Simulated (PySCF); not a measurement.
**CH8Si2: geometry, spin-spin couplings**

Aim: predict the spin-spin couplings of CH8Si2 (`[SiH3]C[SiH3]`).

Computed with PySCF 2.14.0, with density-fitted response routines of our own, on a single molecule in the gas phase. Atoms count from 0, in the outputs and in this text.

## (1) The starting structure

11 atoms, charge 0, multiplicity 1; geometry from: GFN2-xTB. The atoms were then displaced at random by about 0.01 Å, so the start is not that level's minimum.

Bonds of the start (Å): Si0–C1 1.90, C1–Si2 1.91, Si0–H3 1.47, Si0–H4 1.49, Si0–H5 1.47, C1–H6 1.09, C1–H7 1.09, Si2–H8 1.44, Si2–H9 1.48, Si2–H10 1.46.

## (2) Geometry optimisation at PBE0-D3(BJ)/def2-SVP

Job settings and geometry (Å):

```
{"job": {"xc": "PBE0", "basis": "def2-SVP", "d3": "d3bj", "grid": 1, "shake": 0.01, "kind": "geom"}, "charge": 0, "multiplicity": 1}
Si     1.474280     0.704960     0.015750
C      0.220620    -0.715100    -0.131970
Si    -1.625350    -0.254360     0.061070
H      2.855110     0.233250    -0.167890
H      1.172000     1.716560    -1.038150
H      1.336680     1.358360     1.329430
H      0.491620    -1.463680     0.619100
H      0.379870    -1.189050    -1.102890
H     -1.995060     0.710640    -0.948870
H     -1.831800     0.333030     1.402520
H     -2.439860    -1.460420    -0.053770
```

Run with:

```
> OMP_NUM_THREADS=1 python probes_run.py task.json out
```

One launch serves the whole session: the jobs run in the order shown.

**Question.** This job is followed by: B3LYP/6-31G* indirect spin-spin coupling, non-relativistic, gas phase. Predict these results of the whole session: point group; rotational constants (main isotopes); largest coupling of the table (B3LYP/6-31G*).

**Answer**, as computed:

| quantity | value |
| --- | --- |
| point group | C2 |
| rotational constants (main isotopes) | 18.36, 2.88, 2.69 GHz |
| largest coupling of the table (B3LYP/6-31G*) | 1J(Si,H) Si0–H3, -179.5 Hz |

**Reading.** Relaxing lowered the energy by 0.075 eV in 5 steps; the close pair that moved most is Si2–H8, from 1.445 to 1.496 Å. No frequency check was run at this level, so the end point may be a saddle. In the run at B3LYP/6-31G*, the largest coupling of the table is Si0–H3 (mean over like pairs), -179.5 Hz, of which the Fermi-contact term gives -179.7 Hz. Couplings from bases without tight functions are rough.
